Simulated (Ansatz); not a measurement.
# BClH3N: the cost of one run

All numbers below are computed with Ansatz 0.2.0 (RKS PBE0-D4/def2-SVP).

## Step 1: Starting point

Bond lengths: B1–H2 1.190 Å, B1–N3 1.550 Å, N3–H4 1.060 Å, N3–H5 1.060 Å, B1–Cl6 1.860 Å. Angles: H2–B1–N3 120.0°, H2–B1–Cl6 120.0°, N3–B1–Cl6 120.0°, B1–N3–H4 120.0°, B1–N3–H5 120.0°, H4–N3–H5 120.0°.

Structure file:

```xyz
6

B     0.0000    0.0000    0.0000
H     0.0000    0.0000    1.1900
N     1.3423    0.0000   -0.7750
H     1.8089   -0.9179   -1.0268
H     1.7937    0.9179   -1.0532
Cl   -1.6108    0.0000   -0.9300
```

## Step 2: Preparing the start

Contents of input.yaml:

```yaml
crystal:
  periodic: [false, false, false]
  atoms:
    - { symbol: B, position_ang: [0.0, 0.0, 0.0] }
    - { symbol: H, position_ang: [0.0, 0.0, 1.19] }
    - { symbol: "N", position_ang: [1.3423, 0.0, -0.775] }
    - { symbol: H, position_ang: [1.8089, -0.9179, -1.0268] }
    - { symbol: H, position_ang: [1.7937, 0.9179, -1.0532] }
    - { symbol: Cl, position_ang: [-1.6108, 0.0, -0.93] }
basis:
  gaussian: { orbitals: def2-SVP }
hamiltonian:
  xc: pbe0
  dispersion: d4
relax:
  f_tol: 0.02
  max_steps: 40
output:
  orbitals: {}
```

Launch:

```bash
ansatz run input.yaml --threads 1 --pin off --max-ram 2048MiB --backend cpu --events-out ev --progress --plain --runs-dir out
```

Q: Estimate wall time and peak memory on 1 thread of Arm Neoverse V2, shared host.

About 17 s, with a peak of 0.12 GiB.
